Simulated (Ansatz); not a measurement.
**Ansatz input wanted**

The species is C2F4 (6 atoms), meant as a singlet with charge 0. As SMILES, `FC(F)=C(F)F`. The shape was relaxed beforehand at HF/STO-3G.

```xyz
6

F     1.2023   -1.1581   -0.7308
C     0.2043   -0.6460    0.0260
F    -0.3521   -1.5564    0.8583
C    -0.1902    0.6246   -0.0414
F     0.3662    1.5351   -0.8736
F    -1.1883    1.1367    0.7155
```

Settings wanted:

| Setting | Value |
| --- | --- |
| basis set | STO-3G |
| integral approximation | automatic |
| temperatures | (298.15, 298.15, 1) K |
| task | frequencies |
| method | HF |
| dispersion | none |
| reference | RHF |
| accuracy | medium |

Q: Give an Ansatz 0.2.0 job that does this.

A: One that was run (others would do as well):

molecule.yaml:
```yaml
crystal:
  periodic: [false, false, false]
  atoms:
    - {symbol: F, position_ang: [1.202333, -1.158079, -0.730823]}
    - {symbol: C, position_ang: [0.204267, -0.645986, 0.026001]}
    - {symbol: F, position_ang: [-0.352144, -1.556436, 0.858254]}
    - {symbol: C, position_ang: [-0.190227, 0.624621, -0.041369]}
    - {symbol: F, position_ang: [0.366170, 1.535079, -0.873620]}
    - {symbol: F, position_ang: [-1.188298, 1.136701, 0.715458]}
basis:
  gaussian:
    orbitals: STO-3G
hamiltonian:
  xc: hf
phonons:
  temperatures:
    t_min: 298.15
    t_max: 298.15
    t_step: 1
```

```bash
$ ansatz run molecule.yaml --threads 1 --pin off --max-ram 3480MiB --events-out events.jsonl --progress --plain --runs-dir runs
```

Calculated total energy: -466.90673 Eh, largest force 0.000 eV/Å.
